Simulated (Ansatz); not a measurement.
# CH4NSi with multiplicity 2: a dynamics run in two tries

The task is a short trajectory. SMILES of the start: C1[N][SiH2]1.

Program: Ansatz 0.2.0. Level of theory: UKS PBE0-D4/def2-SVP. These are calculated values, not measurements.

**1. The starting structure**

Bond lengths: C1–N2 1.414 Å, C1–Si3 1.875 Å, N2–Si3 1.763 Å, C1–H4 1.113 Å, C1–H5 1.101 Å, Si3–H6 1.484 Å, Si3–H7 1.482 Å. Angles: C1–N2–Si3 71.4°, N2–C1–Si3 63.0°, N2–C1–H4 118.3°, N2–C1–H5 118.4°, Si3–C1–H4 102.2°, Si3–C1–H5 136.2°, H4–C1–H5 111.6°, C1–Si3–N2 45.6°, C1–Si3–H6 111.9°, C1–Si3–H7 128.4°, N2–Si3–H6 121.7°, N2–Si3–H7 116.2°, H6–Si3–H7 115.6°.

As a file:

```xyz
7

C    -0.6304    0.0159   -0.7239
N    -1.1113   -0.3738    0.5477
Si    0.5855    0.0792    0.7021
H    -0.1842   -0.7641   -1.3799
H    -1.2143    0.7481   -1.3034
H     1.6755   -0.9163    0.5454
H     0.8792    1.2110    1.6119
```

**2. The run**

Input file input.yaml:

```yaml
crystal:
  periodic: [false, false, false]
  atoms:
    - { symbol: C, position_ang: [-0.630369, 0.015875, -0.723893] }
    - { symbol: "N", position_ang: [-1.111328, -0.373766, 0.547674] }
    - { symbol: Si, position_ang: [0.585504, 0.079199, 0.702122] }
    - { symbol: H, position_ang: [-0.184179, -0.764085, -1.379852] }
    - { symbol: H, position_ang: [-1.214319, 0.748075, -1.303357] }
    - { symbol: H, position_ang: [1.675496, -0.916337, 0.54539] }
    - { symbol: H, position_ang: [0.879195, 1.21104, 1.611915] }
magnetization:
  spin_polarized: true
  initial_magnetization: 1
basis:
  gaussian: { orbitals: def2-SVP }
hamiltonian:
  xc: pbe0
  dispersion: d4
md:
  timestep: -0.5
  n_steps: 25
  ensemble: nve
  temperature: 200.0
  initial_velocities: maxwell_boltzmann
  seed: 655520
```

Command:

```bash
> ansatz run input.yaml --threads 1 --pin off --max-ram 2048MiB --backend cpu --events-out ev --progress --plain --runs-dir out
```

**Question.** What will these runs give? Wanted: first try.

The runs gave:

| quantity | value |
| --- | --- |
| first try | refused |
| cause | the time step is negative |

In words: The fault in the first input was caught at the input check and cost nothing.
